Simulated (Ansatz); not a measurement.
Two isomers of C4H6O: A = `C=CC(=C)O`, B = `C=COC=C`.

Computed with Ansatz on PBE0-D4/def2-TZVP structures; ΔE is electronic, products minus reactants. CCSD(T)/CBS is the MP2 limit (def2-TZVPP, def2-QZVPP) plus CCSD(T) − MP2 in def2-TZVPP, frozen cores. DFT in def2-TZVPP. B3LYP here is the variant with VWN-RPA as its local correlation; programs differ in this. One conformer a species, not always the lowest.

Question: Which is lower in electronic energy at CCSD(T)/CBS, and by how much? (Estimate.)

Answer: Ansatz gave: A, by 59.8 kJ/mol.

Question: Give E(B) − E(A) in kJ/mol with ωB97M-V, B3LYP, MP2/def2-TZVPP, CCSD(T)/def2-TZVPP, B3LYP-D4, PBE-D4, PBE0-D4. (Best estimate.)

Answer: Computed: ωB97M-V 54.3, B3LYP 52.8, MP2/def2-TZVPP 62.7, CCSD(T)/def2-TZVPP 57.7, B3LYP-D4 54.3, PBE-D4 55.6, PBE0-D4 58.2. None reverses the order clearly.

Largest T1 diagnostic: 0.013.

In def2-TZVPP, CCSD(T) changes the Hartree–Fock value by +4.8 kJ/mol (the triples alone add +0.6 kJ/mol) and MP2 by +9.8 kJ/mol.
